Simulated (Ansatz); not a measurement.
Geometry optimisation, RKS PBE-D4/6-31G* (Ansatz 0.2.0).

Input:

```yaml
crystal:
  periodic: [false, false, false]
  atoms:
    - { symbol: Al, position_ang: [0.0, 0.0, 0.0] }
    - { symbol: H, position_ang: [0.0, 0.0, 1.56] }
    - { symbol: C, position_ang: [1.706, 0.0, -0.985] }
    - { symbol: H, position_ang: [2.0356, -1.0462, -1.1552] }
    - { symbol: H, position_ang: [1.5695, 0.508, -1.9624] }
    - { symbol: H, position_ang: [2.4756, 0.5381, -0.3932] }
    - { symbol: C, position_ang: [-1.706, 0.0, -0.985] }
    - { symbol: H, position_ang: [-2.2662, -0.9305, -0.7558] }
    - { symbol: H, position_ang: [-2.3102, 0.8797, -0.6796] }
    - { symbol: H, position_ang: [-1.5043, 0.0508, -2.0753] }
basis:
  gaussian: { orbitals: "6-31G*" }
hamiltonian:
  xc: pbe
  dispersion: d4
relax:
  f_tol: 0.02
  max_steps: 40
```

Launched with:

```bash
$ ansatz run input.yaml --threads 1 --pin off --max-ram 2048MiB --backend cpu --events-out ev --progress --plain --runs-dir out
```

Task: Where does it end, and by what steps?

Result: The run converged. After 4 steps the energy has fallen by 0.060 eV; H10 moved furthest, 0.12 Å.

| step | energy less start (eV) | largest force component (eV/Å) | accepted |
| --- | --- | --- | --- |
| 0 | 0.0000 | 0.750 | yes |
| 1 | -0.0568 | 0.184 | yes |
| 2 | -0.0593 | 0.045 | yes |
| 3 | -0.0592 | 0.091 | no |
| 4 | -0.0598 | 0.005 | yes |

```xyz
10
Properties=species:S:1:pos:R:3
Al 0.002 0.012 -0.034
H -0.014 -0.017 1.581
C 1.736 0.017 -0.977
H 2.084 -1.022 -1.142
H 1.680 0.490 -1.973
H 2.528 0.523 -0.398
C -1.726 0.002 -0.987
H -2.305 -0.909 -0.744
H -2.358 0.854 -0.673
H -1.624 0.049 -2.085
```

Run time: 11 s on 1 thread of Arm Neoverse V1, on a shared host, peak memory 0.12 GiB.
